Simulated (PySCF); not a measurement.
# Sulfur: a sound run and one with changed settings

Sound run: S [Ne] 3s2 3p4, S+ [Ne] 3s2 3p3. All numbers are calculated (PySCF 2.14, scalar relativity by spin-free X2C-1e, in x2c-SVPall (4s3p1d, 18 functions)). In the sound run the correlated levels freeze [Ne]. The sound run starts from symmetry-adapted Hartree-Fock orbitals and uses a fine grid where one is needed.

Changed run: no relativity, point nucleus. This setting is unsound on purpose.

```tsv
species	method	sound run (hartree)	changed run (hartree)	converged
S	UHF	-398.43483	-397.23228	yes
S	BP86	-399.09400	-397.89236	yes
S	PBE0	-398.91382	-397.71188	yes
S	MP2	-398.51699	-397.31439	yes
S	CCSD(T)	-398.53640	-397.33383	yes
S+	UHF	-398.09772	-396.89456	yes
S+	BP86	-398.70781	-397.50551	yes
S+	PBE0	-398.53449	-397.33187	yes
S+	MP2	-398.16608	-396.96291	yes
S+	CCSD(T)	-398.18532	-396.98222	yes
```

Ionisation energy of S:

```csv
method,sound run (eV),changed run (eV)
UHF,9.173,9.190
BP86,10.509,10.527
PBE0,10.322,10.341
MP2,9.549,9.564
SCS-MP2,9.589,9.604
CCSD,9.549,9.563
CCSD(T),9.553,9.568
```

Most of the change in total energy is the relativistic energy itself. On top of that the contraction fixes the core shape for the Hamiltonian it was made with, so the changed run is not a good calculation with the other Hamiltonian either.

For comparison, NIST gives 10.360 eV between the lowest levels.
